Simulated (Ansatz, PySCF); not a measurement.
# Smallest direct gap on the k points sampled of diamond at several levels of theory

No measured value is used here.

```csv
level (code),value (eV)
LDA (Ansatz),5.54
BLYP (Ansatz),5.73
PBE (Ansatz),5.60
RPBE (Ansatz),5.60
r²SCAN (Ansatz),5.88
HSE06 (Ansatz),6.98
r²SCAN0 (Ansatz),…
Hartree–Fock (Ansatz),…
evGW@PBE (PySCF),7.80 ± 0.08
G0W0@Hartree–Fock (PySCF),9.34 ± 0.07
G0W0@HSE06 (Ansatz),…
QSGW@PBE (PySCF),…
```

Problem. Complete the blanks.

Solution. 
- r²SCAN0 (Ansatz, a first-principles code), value (eV): 7.83
- Hartree–Fock (Ansatz), value (eV): 14.76
- G0W0@HSE06 (Ansatz), value (eV): 7.90
- QSGW@PBE (PySCF), value (eV): 7.99 ± 0.09

At these levels the smallest gap is indirect and lower: LDA 4.10, BLYP 4.44, PBE 4.14, RPBE 4.14, r²SCAN 4.35, HSE06 5.29, r²SCAN0 6.13, Hartree–Fock 12.56, evGW@PBE 5.85, G0W0@Hartree–Fock 7.17, G0W0@HSE06 6.00, QSGW@PBE 5.96 eV. Computed values are for a static lattice.  A ± on a computed value is a rough bar: the spread of its extrapolation, a floor set from checks against published values, or a statistical error. G0W0@HSE06: GW on a hybrid start was not checked against another program. Values are at the measured cell. Cutoffs and k meshes differ between the levels. Ansatz's density-functional and Hartree–Fock values are scalar-relativistic unless marked +SOC, with PAW data made under PBE.
